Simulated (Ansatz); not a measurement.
hcp Hf was calculated with revPBE (plane waves, PAW; Ansatz, an electronic-structure program).

Numerical settings: plane-wave cutoff 520 eV, 24×24×14 k mesh (along the axes of the cell as run), Fermi–Dirac smearing 0.037 eV (set by the program), scalar-relativistic PAW data made under PBE.

Computed at the level's own relaxed cell.

**Question.** Estimate the elastic constant C44, elastic constant C12, elastic constant C33, elastic constant C13, elastic constant C66 and elastic constant C11 that the calculation returns.

**Answer.** 
* **elastic constant C44**: 54.7 GPa
* **elastic constant C12**: 66.6 GPa
* **elastic constant C33**: 186 GPa
* **elastic constant C13**: 63.8 GPa
* **elastic constant C66**: 54.8 GPa
* **elastic constant C11**: 176 GPa

Elastic constants are with the ions relaxed.

Spin–orbit coupling is not included.

The computed numbers hold no vibrational or temperature effects.

Computing time: very roughly 60 core-minutes.
